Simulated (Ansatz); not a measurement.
Reaction: C3H3N (SMILES C=CC#N) → C3H2N (SMILES [CH]=CC#N, doublet) + H (doublet) (the C-H bond breaks)
Each species at its own B3LYP-D3(BJ)/def2-TZVP minimum (Ansatz, a first-principles code).

Total energies in hartree (Ansatz). Open shells are spin-unrestricted; no spin-orbit coupling. Correlated methods leave the cores frozen. No relativity. Where a partner has so few electrons that a lower coupled-cluster level is exact, that level stands in. The restricted determinant of C3H3N (C=CC#N, singlet) is unstable towards broken spin symmetry in at least one set run. The UHF reference of C3H2N ([CH]=CC#N, doublet) is spin-contaminated (<S^2> up to 0.38 over the pure value in the sets run).

| species | HF/cc-pVTZ | CCSD(T)/cc-pVTZ | HF/cc-pVQZ | CCSD(T)/cc-pVQZ | CCSD(T)/cc-pVDZ | CCSDT(Q)/cc-pVDZ |
|---|---|---|---|---|---|---|
| 1: C3H3N (SMILES C=CC#N) | -169.82637 | -170.53291 | -169.83740 | -170.58084 | -170.37013 | -170.37296 |
| 2: C3H2N (SMILES [CH]=CC#N, doublet) | -169.18185 | -169.84125 | -169.19273 | -169.88780 | -169.68530 | -169.68953 |
| 3: H (doublet) | -0.49981 | -0.49981 | -0.49995 | -0.49995 | -0.49928 | -0.49928 |

Q: Work out the bond dissociation energy (electronic) in kcal/mol: take Hartree-Fock from cc-pVQZ, extrapolate the CCSD(T) correlation energy as X^-3 (X = 3, 4), and add CCSDT(Q) - CCSD(T) in cc-pVDZ. 1 hartree = 627.51 kcal/mol.

A: 
Species 1: correlation (64·(-0.74344) - 27·(-0.70654))/37 = -0.77037; step -0.00283; E1 = -169.83740 + (-0.77037) + (-0.00283) = -170.61060
Species 2: correlation (64·(-0.69507) - 27·(-0.65940))/37 = -0.72110; step -0.00423; E2 = -169.19273 + (-0.72110) + (-0.00423) = -169.91806
Species 3: correlation (64·(0.00000) - 27·(0.00000))/37 = 0.00000; step +0.00000; E3 = -0.49995 + (0.00000) + (+0.00000) = -0.49995
-1·E1 +1·E2 +1·E3 = 0.19259 hartree = 120.9 kcal/mol.
